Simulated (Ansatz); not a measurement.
System: hcp Ru. Method: PBE (PAW; Ansatz, an electronic-structure program).

Run with plane-wave cutoff 500 eV, 30×30×18 k mesh (along the axes of the cell as run), Fermi–Dirac smearing 0.1 eV, no spin polarisation, scalar-relativistic PAW data made under PBE.

Computed at the level's own relaxed cell.

Problem. What does this level give for the volume per atom, equilibrium lattice constant a and lattice parameter c?

Solution. 
* **volume per atom**: 13.77 Å³/atom
* **equilibrium lattice constant a**: 2.722 Å
* **lattice parameter c**: 4.294 Å

Measured, for comparison: lattice constant a 2.706 Å (293 K, not corrected to a static lattice, our sources range from 2.700 to 2.706; as tabulated in Wikipedia's data pages); lattice parameter c 4.282 Å (293 K, not corrected to a static lattice; as tabulated in Wikipedia's data pages). Computed (rounded) less measured: lattice constant a +0.6 % (+0.6 % to +0.8 % over the range), lattice parameter c +0.3 %.

Computed values are for the static lattice.

The result took about 2.2 core-minutes (a rough figure).
